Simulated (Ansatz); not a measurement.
**SiPHO (singlet): from Hartree-Fock to the top rungs, cc-pVDZ**

The task here is to estimate one member of a computed series from the others.

Program: Ansatz 0.2.0, Gaussian basis. Level of theory: cc-pVDZ, core rule «outside noble gas», up to 11 orbitals frozen. These are calculated values, not measurements.

Plan: UHF; CCSD(T) on RHF; BCCD(T) on RHF; CISD; CCSDT(Q) on RHF.

12 further runs of the same task are left out: 5 that didn't finish, 7 set aside as unsound or not needed.

**What is computed**

The geometry is a PBE0/def2-TZVP stationary point (not a proven minimum).

4 atoms, charge 0, spin multiplicity 1.

Atoms are counted from 1 here; the program's logs count them from 0.

Bond lengths: O1–Si2 1.509 Å, Si2–P3 2.055 Å, P3–H4 1.440 Å. Angles: O1–Si2–P3 179.0°, Si2–P3–H4 79.0°.

Geometry (Å):

```tsv
atom	x (Å)	y (Å)	z (Å)
O1	0.00000	0.02283	2.05196
Si2	0.00000	0.00341	0.54296
P3	0.00000	-0.05919	-1.51066
H4	0.00000	1.36150	-1.27832
```

The first run:

Input file in.yaml:

```yaml
crystal:
  periodic: [false, false, false]
  atoms:
    - {symbol: O, position_ang: [0.000000, 0.022826, 2.051961]}
    - {symbol: Si, position_ang: [0.000000, 0.003412, 0.542956]}
    - {symbol: P, position_ang: [0.000000, -0.059190, -1.510661]}
    - {symbol: H, position_ang: [0.000000, 1.361496, -1.278322]}
basis:
  gaussian: {orbitals: cc-pVDZ}
magnetization: {spin_polarized: true, initial_magnetization: 0}
hamiltonian: {xc: hf}
output: {orbitals: {seedname: orbitals}}
```

Run with:

```sh
$ ansatz run in.yaml --threads 1 --pin off --events-out ev --progress --plain --max-ram 2393MiB
```

Among the steps run: UHF; CCSD(T) on RHF; BCCD(T) on RHF; CISD; CCSDT(Q) on RHF.

One table of the session follows, with a row left open; its other results are not shown here.

It belongs to the step «Misses and costs». 

```
   method  from RCCSDT(Q) (kcal/mol)
      RHF                    +273.38
     RMP2                     +23.84
     CISD                     +45.38
    RCCSD                     +13.83
 RCCSD(T)                      +2.29
  BCCD(T)                      +2.04
   RCCSDT                          ?
RCCSDT(Q)                          0
```

Estimate the missing values for RCCSDT.

As computed: from RCCSDT(Q) (kcal/mol): +1.51. In the column «from RCCSDT(Q) (kcal/mol)» it lies between RCCSDT(Q) (0) and BCCD(T) (+2.04).

With the free atoms at the same levels and basis (separate runs), the atomisation energy is 10.598 eV at RCCSDT(Q), 10.524 eV at RCCSD(T), 5.982 eV at RHF.
